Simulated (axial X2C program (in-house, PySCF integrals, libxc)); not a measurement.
# Linear SBS⁺ at several levels

The task here is to estimate one member of a computed series from the others.

Program: an in-house X2C program for linear molecules on PySCF integrals. Level of theory: all-electron X2C, two-component (2c) or spin-free, S dyall-av3z, B dyall-v3z. These are calculated values, not measurements.

All values are calculated.

2 further runs of the same task are left out: 2 set aside as unsound or not needed.

Set-up of the first run:

task.json reads:

```json
{"zs": [16, 5, 16], "q": 1, "bas": ["dyall-av3z", "dyall-v3z", "dyall-av3z"], "r0": [1.72, 1.72], "symm": 1, "scan": ["PBE0", "HF", "BHandHLYP"], "levels": ["PBE0", "HF", "TPSSh"], "nst": 2}
```

Keys: zs atomic numbers; q charge; bas basis sets; r0 starting distance in Å; symm equal bonds; scan levels of the two-bond scan (MP2 follows by itself at each HF point); levels methods; nst determinants followed.

Command:

```bash
python solin.py task.json out
```

Masses S 31.972, B 11.009, S 31.972 u.

Among the steps run: Scan at PBE0, 2c; Scan at HF, 2c; Scan at BHandHLYP, 2c.

One table of the session follows, with a row left open; its other results are not shown here.

```
               level  r(S–B) (Å)  r(B–S) (Å)  lower stretch (cm⁻¹)  upper stretch (cm⁻¹)
            PBE0, 2c       1.669       1.669                 541.9                1151.1
              HF, 2c       1.670       1.670                 547.1                1015.7
       BHandHLYP, 2c       1.659       1.659                 551.0                1124.5
             MP2, 2c           ?           ?                     ?                     ?
     PBE0, spin-free       1.669       1.669                 542.0                1151.1
       HF, spin-free       1.670       1.670                 547.2                1014.6
BHandHLYP, spin-free       1.659       1.659                 551.2                1124.7
      MP2, spin-free       1.660       1.660                 554.4                 967.5
```

**Question.** Estimate the row for MP2, 2c.

As computed: r(S–B) (Å): 1.660; r(B–S) (Å): 1.660; lower stretch (cm⁻¹): 553.8; upper stretch (cm⁻¹): 963.1.

Scans not shown above were run alike.

To keep in mind: The molecule was held linear; bending was not examined, so a bent shape may lie lower.
